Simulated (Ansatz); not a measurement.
# SiH3 (doublet): wave-function methods side by side at distance Si1–H4 = 2.803 Å, 6-31G

How much of the correlation energy of SiH3 (doublet) does each wave-function method recover here?

Program: Ansatz 0.2.0, Gaussian basis. Level of theory: 6-31G, core rule «outside noble gas», up to 5 orbitals frozen. These are calculated values, not measurements.

The runs, in order: UHF; CCSD(T) on ROHF; CCSD(T) on UHF; BCCD(T) on ROHF; CISD; CCSDT(Q) on ROHF; CCSDT(Q) on UHF; CISDTQ; CCSDTQ on ROHF; CCSDTQ on UHF; CASSCF and MRCISD+Q, 3 electrons in 3 orbitals; CASSCF and NEVPT2, 3 electrons in 3 orbitals; CASSCF and MRCISD+Q, 7 electrons in 7 orbitals; CASSCF and NEVPT2, 7 electrons in 7 orbitals; Full CI.

17 further runs of the same task are left out: 12 that didn't finish, 5 set aside as unsound or not needed.

## Step 1: The system

The geometry derives from a PBE0/def2-TZVP stationary point (not a proven minimum). One bond is set to the value named and the two fragments are kept rigid.

4 atoms, charge 0, spin multiplicity 2.

Atoms are counted from 1 here; the program's logs count them from 0.

Bond lengths: Si1–H2 1.486 Å, Si1–H3 1.486 Å. Angles: H2–Si1–H3 111.3°.

## Step 2: UHF

Input file in.yaml:

```yaml
crystal:
  periodic: [false, false, false]
  atoms:
    - {symbol: Si, position_ang: [0.020100, 0.035338, -0.056667]}
    - {symbol: H, position_ang: [1.435358, 0.049992, 0.396188]}
    - {symbol: H, position_ang: [-0.701048, 1.255417, 0.390099]}
    - {symbol: H, position_ang: [-1.294385, -2.290067, 0.792703]}
basis:
  gaussian: {orbitals: 6-31G}
magnetization: {spin_polarized: true, initial_magnetization: 1}
hamiltonian: {xc: hf}
output: {orbitals: {seedname: orbitals}}
```

Started as:

```bash
$ ansatz run in.yaml --threads 1 --pin off --events-out ev --progress --plain --max-ram 2393MiB
```

Further steps of the session: CCSD(T) on ROHF; CCSD(T) on UHF; BCCD(T) on ROHF; CISD; CCSDT(Q) on ROHF; CCSDT(Q) on UHF; CISDTQ; CCSDTQ on ROHF; CCSDTQ on UHF; CASSCF and MRCISD+Q, 3 electrons in 3 orbitals; CASSCF and NEVPT2, 3 electrons in 3 orbitals; CASSCF and MRCISD+Q, 7 electrons in 7 orbitals; CASSCF and NEVPT2, 7 electrons in 7 orbitals; Full CI.

Before running them: what should the planned runs give, taken together? Wanted: FCI below the RHF energy; RMP2 from FCI; UMP2 from FCI; RCCSD from FCI; RCCSD(T) from FCI; UCCSD(T) from FCI; RCCSDT(Q) from FCI; UCCSDT(Q) from FCI; NEVPT2 pair from FCI.

The runs gave:

```
                         quantity                                                                                                                               value
         FCI below the RHF energy                                                                                                                          -2.2770 eV
                    RMP2 from FCI                                                                                                                         +1281.6 meV
                    UMP2 from FCI                                                                                                                          +819.4 meV
                   RCCSD from FCI                                                                                                                          +115.9 meV
                RCCSD(T) from FCI                                                                                                                           +27.4 meV
                UCCSD(T) from FCI                                                                                                                           +56.3 meV
               RCCSDT(Q) from FCI                                                                                                                             0.0 meV
               UCCSDT(Q) from FCI                                                                                                                            +0.6 meV
             NEVPT2 pair from FCI                                                                                                                          +465.2 meV
           MRCISD+Q pair from FCI                                                                                                                            -2.1 meV
          NEVPT2 valence from FCI                                                                                                                          +160.3 meV
levels within 1 kcal/mol (43 meV)  RCCSD(T), BCCD(T), RCCSDT, UCCSDT, CISDTQ, RCCSDT(Q), UCCSDT(Q), RCCSDTQ, UCCSDTQ, MRCISD+Q pair, MRCISD valence, MRCISD+Q valence
                    T1 diagnostic                                                                                                                               0.039
   effectively unpaired electrons                                                                                                                                1.56
```

RCCSD(T) misses by +27.4 meV, 1.2 % of the correlation energy. CCSD(T) misses by +27.4 meV on the restricted determinant and by +56.3 meV on the unrestricted one; the two need not hold the same state or core. MRCISD+Q pair falls below full CI: the +Q correction isn't variational, and the cores differ from full CI's. The occupations show some static correlation. Of the multireference levels listed MRCISD+Q pair comes nearest in total energy (-2.1 meV), which doesn't show that its space is the better one. Coupled cluster took another determinant than the lowest Hartree-Fock one. These misses are within one basis, not against nature; the frozen cores of restricted and unrestricted runs differ, which can shift their rows.
